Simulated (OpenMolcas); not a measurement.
## AlHCl2 (SMILES [H][Al]([Cl])[Cl]): the energy, rung by rung

AlHCl2 has 4 atoms, charge 0, and is taken as a singlet. As SMILES, `[H][Al]([Cl])[Cl]`. Geometry: a GFN2-xTB relaxation, a rough one for these elements and not checked as a minimum.

```xyz
4

Al   -0.0478   -0.0807   -0.0004
Cl    1.9719   -0.1826    0.0143
Cl   -1.0957    1.6499   -0.0158
H    -0.8284   -1.3866    0.0020
```

Quantity: the energy change with the Al1–Cl2 bond stretched from 2.022 to 3.539 Å, in eV. The values are calculated.

| level | kind | program | value (eV) | less FCI/STO-3G |
| --- | --- | --- | --- | --- |
| HF/STO-3G (restricted) | Hartree–Fock | OpenMolcas | 6.10 | +0.99 |
| SVWN5/STO-3G (restricted) | LDA | OpenMolcas | 4.91 | -0.20 |
| PBE/STO-3G (restricted) | GGA | OpenMolcas | 4.59 | -0.52 |
| r2SCAN/STO-3G (restricted) | meta-GGA | OpenMolcas | 4.87 | -0.24 |
| PBE0/STO-3G (restricted) | global hybrid | OpenMolcas | 5.13 | +0.02 |
| MP2/STO-3G (restricted) | perturbation theory | OpenMolcas | 5.65 | +0.54 |
| CISD/STO-3G (restricted) | coupled cluster or CI | OpenMolcas | 5.29 | +0.18 |
| FCI/STO-3G | exact in the basis | OpenMolcas | 5.11 | 0.00 |

FCI/STO-3G is exact within its basis and frozen core, so for wave-function methods in that basis the difference is their error; functionals converge differently with the basis, so for them it is only a difference. Spin-restricted single references rise too steeply as a bond breaks, Hartree–Fock most of all. The first shape isn't each level's own minimum. The values span 4.59 to 6.10 eV. All rows use very small basis sets, so even the best lies far from the true value.
